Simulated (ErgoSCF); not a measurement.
**H2O (water): levels of theory compared**

Wanted: a comparison of 6 runs (HF/STO-3G, HF/3-21G, B3LYP/6-31G*, B3LYP5/Ahlrichs pVDZ, PBE0/def2-SVP, PBE0/6-311G**) of H2O (water). 

The calculation is run with ErgoSCF 3.8.

5 further runs of the same task are left out: 3 that didn't finish, 2 set aside as unsound or not needed.

**1. Starting point**

The species is H2O (3 atoms), meant as a singlet with charge 0. SMILES: `O`. The shape is that of a PBE0-D4/def2-TZVP optimisation.

Bond lengths: O1–H2 0.960 Å, O1–H3 0.960 Å. Angles: H2–O1–H3 105.1°.

**2. The energy at HF/STO-3G (run 1)**

File run.inp:

```
# H2O
set_nthreads(1)
molecule_inline Angstrom
O       -0.302700       0.200200      -0.140600
H        0.466500       0.548400       0.315300
H       -0.163800      -0.748600      -0.174700
EOF
basis = "STO-3G"
scf.use_diagonalization = 1
charge = 0
scf.output_mulliken_pop = 1
spin_polarization = 0
scf.max_number_of_iterations = 120
tmpdir = "."
run "HF"
```

The basis set STO-3G is read from a file made from the Basis Set Exchange's data (not shown).

Started as:

```console
ergo run.inp
```

The program printed:

```text
INMA ERGO version 3.8
INMA reading input from file run.inp
INMA O (charge=8.0) -0.572020 0.378323 -0.265695
INMA H (charge=1.0) 0.881557 1.036326 0.595831
INMA H (charge=1.0) -0.309537 -1.414649 -0.330135
INMA  basis := STO-3G
INMA Basis really set to STO-3G
INMA  use_diagonalization := 1
INMA  charge := 0
INMA  output_mulliken_pop := 1
INMA  spin_polarization := 0
INMA  max_number_of_iterations := 120
INMA running HF
INMA Running HF
INSC SCF_general constructor, number of basis functions: 7
INSC Min internuclear distance:      1.81323 a.u.  =      0.95952 Angstrom
INSC Max internuclear distance:      2.87809 a.u.  =      1.52302 Angstrom
INSC Euclidean norm of overlap matrix =          1.92597444031  (acc 1.49e-08)
INSC Euclidean norm of invCholFactor after truncation =          1.70545200728
INSC Beginning of SCF cycle 1
INSC nuclearEnergy, energy_2el, energy = 9.171301, 33.273905, -64.408689
INSC Energy   1 =        -64.40868912020
INSC maxabs FDS-SDF is      7.9
INDE E_HOMO =         -0.69251131870
INDE E_LUMO =          0.34094553741
INSC Beginning of SCF cycle 2
INSC nuclearEnergy, energy_2el, energy = 9.171301, 40.950201, -74.713985
INSC Energy   2 =        -74.71398512994
INSC maxabs FDS-SDF is    0.403
INSC using DIIS to get combined Fock matrix, number of iters used for DIIS:  2
INDE E_HOMO =         -0.11802774065
INDE E_LUMO =          0.67654239433
INSC Beginning of SCF cycle 3
INSC nuclearEnergy, energy_2el, energy = 9.171301, 38.045223, -74.961101
INSC Energy   3 =        -74.96110130956  ( diff     -0.247116179622978 )
INSC maxabs FDS-SDF is   0.0313
INSC using DIIS to get combined Fock matrix, number of iters used for DIIS:  3
INDE E_HOMO =         -0.38498332548
INDE E_LUMO =          0.60209607428
INSC Beginning of SCF cycle 4
INSC nuclearEnergy, energy_2el, energy = 9.171301, 38.201738, -74.962963
INSC Energy   4 =        -74.96296250152  ( diff     -0.001861191955570 )
INSC maxabs FDS-SDF is  0.00649
INSC using DIIS to get combined Fock matrix, number of iters used for DIIS:  4
INDE E_HOMO =         -0.39060241252
INDE E_LUMO =          0.60260689185
INSC Beginning of SCF cycle 5
INSC nuclearEnergy, energy_2el, energy = 9.171301, 38.199246, -74.963071
INSC Energy   5 =        -74.96307081471  ( diff     -0.000108313196449 )
INSC maxabs FDS-SDF is 0.000487
INSC using DIIS to get combined Fock matrix, number of iters used for DIIS:  5
INDE E_HOMO =         -0.39052401486
INDE E_LUMO =          0.60222325536
INSC Beginning of SCF cycle 6
INSC nuclearEnergy, energy_2el, energy = 9.171301, 38.199710, -74.963072
INSC Energy   6 =        -74.96307190295  ( diff     -0.000001088237568 )
INSC maxabs FDS-SDF is  0.00011
INSC using DIIS to get combined Fock matrix, number of iters used for DIIS:  6
INDE E_HOMO =         -0.39068541127
INDE E_LUMO =          0.60237390348
INSC Beginning of SCF cycle 7
INSC nuclearEnergy, energy_2el, energy = 9.171301, 38.199386, -74.963072
INSC Energy   7 =        -74.96307196410  ( diff     -0.000000061148739 )
INSC maxabs FDS-SDF is 1.57e-06
INSC using DIIS to get combined Fock matrix, number of iters used for DIIS:  7
INDE E_HOMO =         -0.39067918630
INDE E_LUMO =          0.60236567927
INSC Beginning of SCF cycle 8
INSC nuclearEnergy, energy_2el, energy = 9.171301, 38.199395, -74.963072
INSC Energy   8 =        -74.96307196411  ( diff     -0.000000000007688 )
INSC maxabs FDS-SDF is 4.61e-09
RESC CONVERGED after   8 iterations.
RESC FINAL ENERGY:        -74.96307196411
TISC Main SCF loop took      0.07 usr cpu s       0.02 sys cpu s       0.09 wall s
INSC SCF: dipole_moment_x [atomic units] =       0.52607511
INSC SCF: dipole_moment_y [atomic units] =      -0.34796680
INSC SCF: dipole_moment_z [atomic units] =       0.24435114
INSC Sum of Mulliken charges (electrons):      10.0000000
INSC Mulliken charge of atom 0 =      -0.3650170
INSC Mulliken charge of atom 1 =       0.1825001
INSC Mulliken charge of atom 2 =       0.1825169
INSC Sum of Mulliken atomic charges:      -0.0000000
```

It took 0.58 s on 1 thread of Arm Neoverse N1, shared host; peak memory 0.26 GiB.

**3. The energy at HF/3-21G (run 2)**

File job.ego:

```
# HF on H2O
set_nthreads("env")
molecule_inline Angstrom
O     -0.302700     0.200200    -0.140600
H      0.466500     0.548400     0.315300
H     -0.163800    -0.748600    -0.174700
EOF
basis = "3-21G"
tmpdir = "."
scf.max_number_of_iterations = 120
scf.use_diagonalization = 1
scf.output_mulliken_pop = 1
run "HF"
```

The basis set 3-21G is read from a file made from the Basis Set Exchange's data (not shown).

Started as:

```console
ergo < job.ego
```

The program printed:

```text
[...]
INSC SCF_general constructor, number of basis functions: 13
[...]
INSC Energy   1 =        -47.24103442040
[...]
INDE E_LUMO =          0.26312297371
[...]
INSC Energy  10 =        -75.58559560112  ( diff     -0.000000000007589 )
[...]
RESC CONVERGED after  10 iterations.
RESC FINAL ENERGY:        -75.58559560112
[...]
INSC SCF: dipole_moment_x [atomic units] =       0.74269428
INSC SCF: dipole_moment_y [atomic units] =      -0.49123047
INSC SCF: dipole_moment_z [atomic units] =       0.34496824
[...]
```

Run time: 0.62 s. Hardware: 1 thread of Arm Neoverse N1, shared host; peak memory 0.26 GiB.

Runs 3 to 4 aren't shown in full; the table further down has their settings and results.

**4. A single-point energy at PBE0/def2-SVP (run 5)**

File ergo.in:

```
set_nthreads(1)
XC.radint = 1e-11
tmpdir = "."
XC.sparse_mode = 0
scf.max_number_of_iterations = 120
scf.use_diagonalization = 1
XC.angint = 41
scf.output_mulliken_pop = 1
basis = "def2-SVP"
molecule_inline
O  -0.57202010 0.37832317 -0.26569549
H  0.88155724 1.03632581 0.59583065
H  -0.30953714 -1.41464898 -0.33013515
EOF
run "PBE0"
```

The basis set def2-SVP is read from a file made from the Basis Set Exchange's data (not shown).

Started as:

```console
ergo ergo.in
```

The program printed:

```text
[...]
INDF Weighted mixed functional:
[...]
INSC Energy   1 =        -30.46317117934
[...]
INDE E_LUMO =          0.06494490037
[...]
INSC Energy  11 =        -76.27624417043  ( diff     -0.000000000045588 )
[...]
RESC CONVERGED after  11 iterations.
RESC FINAL ENERGY:        -76.27624417043
[...]
INSC SCF: dipole_moment_x [atomic units] =       0.61302421
INSC SCF: dipole_moment_y [atomic units] =      -0.40545547
INSC SCF: dipole_moment_z [atomic units] =       0.28473985
[...]
```

It took 1.9 s on 1 thread of Arm Neoverse N1, shared host; peak memory 0.26 GiB.

**5. A single-point energy at PBE0/6-311G(d,p) (run 6)**

File run.inp:

```
# single point, H2O
set_nthreads(1)
molecule_inline
O   -0.57202010   0.37832317  -0.26569549
H    0.88155724   1.03632581   0.59583065
H   -0.30953714  -1.41464898  -0.33013515
EOF
basis = "6-311G**"
scf.use_diagonalization = 1
XC.angint = 41
scf.max_number_of_iterations = 120
scf.output_mulliken_pop = 1
XC.sparse_mode = 0
XC.radint = 1e-11
tmpdir = "."
charge = 0
run "PBE0"
```

The basis set 6-311G** is read from a file made from the Basis Set Exchange's data (not shown).

Started as:

```console
ergo run.inp
```

The program printed:

```text
[...]
INDF Weighted mixed functional:
[...]
INSC Energy   1 =        -34.63391161735
[...]
INDE E_LUMO =          0.04725194551
[...]
INSC Energy  12 =        -76.36240296140  ( diff     -0.000000000000270 )
[...]
RESC CONVERGED after  12 iterations.
RESC FINAL ENERGY:        -76.36240296140
[...]
INSC SCF: dipole_moment_x [atomic units] =       0.63277616
INSC SCF: dipole_moment_y [atomic units] =      -0.41852133
INSC SCF: dipole_moment_z [atomic units] =       0.29391412
[...]
```

Run time: 2.4 s. Hardware: 1 thread of Arm Neoverse N1, shared host; peak memory 0.26 GiB.

**6. All runs side by side**

| run | level | integration grid | radint | energy (Eh) | dipole moment (D) | wall time |
| --- | --- | --- | --- | --- | --- | --- |
| 1 | HF/STO-3G | – | – | -74.963072 | 1.72 | 0.58 s |
| 2 | HF/3-21G | – | – | -75.585596 | 2.43 | 0.62 s |
| 3 | B3LYP/6-31G* (spherical functions) | Turbo | 1e-11 | -76.406855 | 2.07 | 1.6 s |
| 4 | B3LYP5/Ahlrichs pVDZ | HiCu | – | -76.321002 | 1.97 | 3.6 s |
| 5 | PBE0/def2-SVP | Turbo | 1e-11 | -76.276244 | 2.00 | 1.9 s |
| 6 | PBE0/6-311G** | Turbo | 1e-11 | -76.362403 | 2.07 | 2.4 s |

**7. Summary of results**

| quantity | value |
| --- | --- |
| run 6: total energy | -76.36240 Eh |
| run 6: dipole moment | 2.07 D |

**Reading.** The dipole moment (its size) runs from 1.72 D (HF/STO-3G) to 2.43 D (HF/3-21G). Totals of different functionals can't be ranked against each other. In run 1 the basis is minimal, so the values are rough. All runs together took 11 s, the longest 3.6 s.
